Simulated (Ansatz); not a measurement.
**LiPH2 (triplet): from Hartree-Fock to the top rungs at scale of all distances = 1.000, 6-31G**

The task here is to estimate one member of a computed series from the others.

Method: 6-31G, core rule «outside noble gas», up to 6 orbitals frozen; program: Ansatz 0.2.0, Gaussian basis.

To be run: UHF; CCSD(T) on ROHF; CCSD(T) on UHF; BCCD(T) on ROHF; CISD as a restricted active space (open shells left free, so some higher excitations enter); CCSDT(Q) on ROHF; CCSDT(Q) on UHF; CASSCF and MRCISD+Q, 4 electrons in 4 orbitals; CASSCF and NEVPT2, 4 electrons in 4 orbitals; Full CI.

34 further runs of the same task are left out: 19 for a known fault of the program, 11 that didn't finish, 4 set aside as unsound or not needed. Runs told in other sessions of the task aren't counted.

## What is computed

The geometry derives from a PBE0/def2-TZVP stationary point (not a proven minimum). All distances are scaled together.

4 atoms, charge 0, spin multiplicity 3.

Atoms are counted from 1 here; the program's logs count them from 0.

Bond lengths: P1–H3 1.430 Å, P1–H4 1.420 Å. Angles: H3–P1–H4 93.2°.

Set-up of the first run:

Input file in.yaml:

```yaml
crystal:
  periodic: [false, false, false]
  atoms:
    - {symbol: P, position_ang: [0.000000, 0.027316, 0.488956]}
    - {symbol: Li, position_ang: [0.000000, -0.001113, -2.577448]}
    - {symbol: H, position_ang: [0.000000, 0.504297, 1.836882]}
    - {symbol: H, position_ang: [0.000000, -1.336050, 0.886751]}
basis:
  gaussian: {orbitals: 6-31G}
magnetization: {spin_polarized: true, initial_magnetization: 2}
hamiltonian: {xc: hf}
output: {orbitals: {seedname: orbitals}}
```

Launch:

```console
ansatz run in.yaml --threads 1 --pin off --events-out ev --progress --plain --max-ram 2393MiB
```

Among the steps run: UHF; CCSD(T) on ROHF; CCSD(T) on UHF; BCCD(T) on ROHF; CISD as a restricted active space (open shells left free, so some higher excitations enter); CCSDT(Q) on ROHF; CCSDT(Q) on UHF; CASSCF and MRCISD+Q, 4 electrons in 4 orbitals; CASSCF and NEVPT2, 4 electrons in 4 orbitals; Full CI.

One table of the session follows, with a row left open; its other results are not shown here.

It belongs to the step «Misses and costs». 

```
   method  from FCI (meV)
     ROHF         +1893.5
      UHF         +1845.3
     RMP2          +519.9
     UMP2          +511.4
     CISD           +79.7
    RCCSD           +26.2
    UCCSD           +26.3
 RCCSD(T)            +7.5
 UCCSD(T)            +7.5
  BCCD(T)            +7.7
   RCCSDT            +1.4
   UCCSDT               ?
RCCSDT(Q)            +0.3
UCCSDT(Q)            +0.2
      FCI               0
```

Estimate the missing values for UCCSDT.

The run gave: from FCI (meV): +1.2. In the column «from FCI (meV)» it lies between RCCSDT(Q) (+0.3) and RCCSDT (+1.4).

Left out of the table: CASSCF pair, NEVPT2 pair, MRCISD pair, MRCISD+Q pair (the active space lost an orbital or holds another state than full CI finds).

To keep in mind: Levels on UHF freeze UHF's core orbitals, full CI those of ROHF, so the U rows can settle a little off it for that reason alone. Restricted and unrestricted rows rest on different reference determinants; a gap between their highest levels can come from leftover correlation error, from unlike frozen cores or from another state. Warnings in the runs' records: passed over end.
